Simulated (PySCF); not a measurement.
Electric properties by functional and basis

Species: nitrosoethylene, C₂H₃NO.
SMILES: `C=CN=O`

PySCF, dipoles from the SCF density, polarisabilities from static response with core orbitals frozen. One conformer (not necessarily the lowest) at the PBE0-D3(BJ)/def2-SVP geometry, without solvent, vibrations or thermal averaging.

Q: Compare the levels for these properties.

A: 

```
              level  μ (D)  α (Å³)  anisotropy (Å³)
      LDA/def2-SVPD  3.434    6.18             4.96
      PBE/def2-SVPD  3.320    6.15             5.01
    B3LYP/def2-SVPD  3.385    6.02             5.01
     PBE0/def2-SVPD  3.342    5.95             4.94
BHandHLYP/def2-SVPD  3.412    5.86             4.98
CAM-B3LYP/def2-SVPD  3.363    5.94             4.94
  wB97X-D/def2-SVPD  3.355    5.96             4.90
  LC-wPBE/def2-SVPD  3.255    5.79             4.78
       HF/def2-SVPD  3.449    5.80             5.10
        PBE0/6-31G*  3.134    4.68             5.45
      PBE0/def2-SVP  3.127    4.84             5.25
     PBE0/def2-TZVP  3.217    5.62             5.18
```

The anisotropy is √(½[(α1 − α2)² + (α2 − α3)² + (α3 − α1)²]). The dipole runs from 3.13 D (PBE0/def2-SVP) to 3.45 D (HF/def2-SVPD). No reference polarisability is at hand; against PBE0 in the largest diffuse basis at hand (def2-SVPD) the other PBE0 rows deviate by 6-31G* -21%, def2-SVP -19%, def2-TZVP -6%. In one basis (def2-SVPD) the functionals order the polarisability from LC-wPBE (lowest) to LDA (highest), a spread of 7%. With PBE0 the polarisability is 5.05 Å³ without diffuse functions (mean of 6-31G*, def2-SVP and def2-TZVP) and 5.95 Å³ with them (def2-SVPD).
